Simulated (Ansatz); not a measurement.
## Defect calculation, host Si

All numbers below come from DFT PBE, scalar-relativistic, plane waves, PAW (Ansatz 0.2.0). Run with 420 eV cutoff, 2×2×2 k-mesh, shifted by half a step, Gaussian smearing of 0.01 eV, collinear spin in charge 0 alone.

Host crystal, relaxed:

```
CELL_PARAMETERS angstrom
0.00000 2.73505 2.73505
2.73505 0.00000 2.73505
2.73505 2.73505 0.00000
ATOMIC_POSITIONS crystal
Si 0.75000 0.75000 0.75000
Si 0.50000 0.50000 0.50000
```

Supercell of 32 atoms, rows in host cell vectors: -1 -1 3; 3 -1 -1; -1 3 -1. Atoms relax at the host's cell from a start displaced at random by 0.06 Å near the defect, so other minima may exist. The cell is small, so energies carry finite-size errors of tenths of an eV. The host's Kohn–Sham gap is 0.61 eV. Atoms are taken from and returned to the elements' standard states. Charged cells are corrected for image charges with the computed static dielectric tensor (mean 13.0) and aligned with the host's potential at far atoms (alignment terms reach 0.14 eV; the program doubts the alignment in some charges, where it is up to 0.14 eV). No band-filling term is added, and the Fermi level counts from the host's valence band top.

The defect is a foreign atom on a Si site at (0.750, 0.750, 0.750) of the host cell.

| charge | E_f at the valence band top (eV) | over the neutral state (eV) | moment (μB) | largest move (Å) | atoms near the site |
| --- | --- | --- | --- | --- | --- |
| +1 | -0.08 | -0.42 | 0.00 | 0.07 | 4 Si at 2.44 Å |
| 0 | 0.33 | 0.00 | 0.50 | 0.07 | 4 Si at 2.44 Å |

Among the charges computed the stable one is +1 at the valence band top, changing to 0 at 0.42 eV. In charge 0 the cell has partly filled bands: a level of the defect may be part filled, the carrier may sit in the host's bands, or levels may cross between the k points, so transitions that involve it are doubtful. Fractional moments come from partly filled bands of the small cell.

Which element is it? Judge by the nearest distance in charge 0 and covalent radii.
A. Ba
B. As
C. Sc
D. Ta
E. H

B. The nearest neighbour is Si at 2.44 Å, and the summed covalent radii with Si are 2.30 Å for As, 3.26 Å for Ba, 1.42 Å for H, 2.81 Å for Sc, 2.81 Å for Ta, so As fits best. Bonds can miss such sums by a tenth of an ångström or more.

Cost: 3 runs of about 13 core-minutes in all, on Intel Xeon Processor @ 2.10GHz (Emerald Rapids) (shared hosts).